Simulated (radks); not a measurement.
# Numerical settings for O³⁺

Aim: see which numerical settings matter for the oxygen ion O3+. Each run changes a setting or two against a run with the defaults. The defaults are a mesh step of 0.008 in ln r, a mesh end at 40 bohr or more, Anderson mixing 0.5 over 9 steps and a tight residual threshold, with the energy settled to 1e-9 hartree as well; every run has a cap on iterations.

The numbers are computed with radks (a radial shooting solver on a logarithmic mesh, Libxc functionals) version 1 (scalar-relativistic Kohn-Sham, PBE, spin-unpolarised, spherical densities, finite nucleus), except any that are marked as measured or tabulated.

### 1 Starting point

| Quantity | Value |
| --- | --- |
| element | oxygen (Z = 8) |
| charge | +3 |
| electrons | 5 |
| configuration | [He] 2s2 2p1 |
| nuclear rms radius | 2.6991 fm |

The outer shells:

O³⁺
```
[He] core
2s [↑↓]
2p [↑ ][  ][  ]
```

### 2 Default settings

Settings of this run:

```text
Z 8
configuration [He] 2s2 2p1
relativity scalar-relativistic
functional pbe,pbe
spin unpolarised
nucleus finite rms 2.6991 fm
c 137.035999084
max_iterations 57
```

Command:

```sh
> python run_ks.py task.json out
```

The same process makes all the runs of this session.

### 3 Mesh step in ln r 0.05

Settings, as their differences from step 2:

```diff
@@ -7,2 +7,3 @@
 c 137.035999084
+mesh_step 0.05
 max_iterations 57
```

### 4 Mesh step in ln r 0.03

Settings, as their differences from step 3:

```diff
@@ -7,3 +7,3 @@
 c 137.035999084
-mesh_step 0.05
+mesh_step 0.03
 max_iterations 57
```

### 5 Mesh step in ln r 0.003

Settings, as their differences from step 4:

```diff
@@ -7,3 +7,3 @@
 c 137.035999084
-mesh_step 0.03
+mesh_step 0.003
 max_iterations 57
```

### 6 Mesh end (bohr) 5

Settings, as their differences from step 5:

```diff
@@ -7,3 +7,3 @@
 c 137.035999084
-mesh_step 0.003
+mesh_end 5
 max_iterations 57
```

### 7 Mesh end (bohr) 20

Settings, as their differences from step 6:

```diff
@@ -7,3 +7,3 @@
 c 137.035999084
-mesh_end 5
+mesh_end 20
 max_iterations 57
```

### 8 Residual threshold 1e-05

Settings, as their differences from step 7:

```diff
@@ -7,3 +7,3 @@
 c 137.035999084
-mesh_end 20
+threshold 1e-05
 max_iterations 57
```

### 9 Residual threshold 1e-16

Settings, as their differences from step 8:

```diff
@@ -7,3 +7,3 @@
 c 137.035999084
-threshold 1e-05
+threshold 1e-16
 max_iterations 57
```

### 10 Mixing 1

Settings, as their differences from step 9:

```diff
@@ -7,3 +7,3 @@
 c 137.035999084
-threshold 1e-16
+mixing 1
 max_iterations 57
```

### 11 Mixing history 1, mixing 0.5

Settings, as their differences from step 10:

```diff
@@ -7,3 +7,4 @@
 c 137.035999084
-mixing 1
+history 1
+mixing 0.5
 max_iterations 57
```

### 12 Mixing history 1, mixing 0.8

Settings, as their differences from step 11:

```diff
@@ -8,3 +8,3 @@
 history 1
-mixing 0.5
+mixing 0.8
 max_iterations 57
```

### 13 Mixing history 3

Settings, as their differences from step 12:

```diff
@@ -7,4 +7,3 @@
 c 137.035999084
-history 1
-mixing 0.8
+history 3
 max_iterations 57
```

### 14 Iteration cap 2

Settings, as their differences from step 13:

```diff
@@ -7,3 +7,2 @@
 c 137.035999084
-history 3
-max_iterations 57
+max_iterations 2
```

What does the calculation give? Wanted: for each run, setting; iterations; converged; change of E.

As calculated:

```tsv
setting	mesh points	iterations	converged	change of E (mhartree)	time
Default settings	2189	13	yes	0	0.03 s
mesh step in ln r 0.05	351	13	yes	-0.0005085	0.01 s
mesh step in ln r 0.03	584	13	yes	0	0.01 s
mesh step in ln r 0.003	5835	22	yes	0	0.1 s
mesh end (bohr) 5	1929	13	yes	+0.005014	0.03 s
mesh end (bohr) 20	2102	13	yes	0	0.03 s
residual threshold 1e-05	2189	8	yes	0	0.02 s
residual threshold 1e-16	2189	57	no	-	0.07 s
mixing 1	2189	14	yes	0	0.03 s
mixing history 1, mixing 0.5	2189	30	yes	0	0.05 s
mixing history 1, mixing 0.8	2189	15	yes	0	0.03 s
mixing history 3	2189	15	yes	0	0.03 s
iteration cap 2	2189	2	no	-	-
```

**Reading.** A zero stands for a change under the printed digits. No run that converges misses the default energy by more than 1 mhartree. Not converged or rejected: residual threshold 1e-16; iteration cap 2.
